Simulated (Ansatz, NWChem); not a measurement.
## Heat of formation of NF3 (nitrogen trifluoride) from total energies

NF3 has 4 atoms, charge 0, and is taken as a singlet. SMILES: `FN(F)F`. The shape is that of a PBE0-D4/def2-TZVP optimisation.

Total energies at SVWN5/cc-pVTZ (NWChem 7.3.0); the atoms run unrestricted:

| species | state | energy (Eh) |
| --- | --- | --- |
| NF3 | singlet | -351.932704 |
| F | doublet | -99.100791 |
| N | quartet | -54.131294 |

Harmonic wavenumbers at PBE0-D4/def2-TZVP, in cm⁻¹: 513, 513, 682, 953, 953, 1092.

Measured heats of formation of the gaseous atoms at 298.15 K, in kJ/mol: F 79.4, N 472.4. Spin-orbit lowering of the atoms at 298 K (mean of the ground term's levels less their thermal mean, from spectra), in kJ/mol: F 1.29. Take 1 Eh = 2625.50 kJ/mol, 1 cm⁻¹ = 0.0119627 kJ/mol, RT = 2.479 kJ/mol.

**Question.** What heat of formation follows?

**Answer.** 
1. Electronic atomisation energy: 3 × (-99.100791) + (-54.131294) − (-351.932704) = 0.499037 Eh = 1310.2 kJ/mol.
2. Zero-point energy: half the sum of the wavenumbers, 2353 cm⁻¹ = 28.1 kJ/mol.
3. Thermal vibrational enthalpy, Σ hcν̃/(exp(hcν̃/kT) − 1): 1.7 kJ/mol. Translation, rotation and pV of a non-linear molecule: 4 RT = 9.9 kJ/mol.
4. The 4 free atoms carry 5/2 RT each: 24.8 kJ/mol.
5. Spin-orbit coupling lowers the free atoms by 3 × 1.29 = 3.9 kJ/mol.
6. Atomisation enthalpy at 298 K: 1310.2 − 3.9 − 28.1 − 1.7 − 9.9 + 24.8 = 1291.4 kJ/mol.
7. Sum of the atoms' heats of formation: 710.6 kJ/mol. Heat of formation: 710.6 − 1291.4 = -580.8 kJ/mol.

The tabulated value is -132.1 kJ/mol (NIST-JANAF tables), so this level is off by -448.7 kJ/mol, or 53.2 % of the atomisation enthalpy that the table implies (842.6 kJ/mol). The LDA overbinds, which puts heats of formation too low. Anharmonicity and any spin-orbit splitting of the molecule are left out.
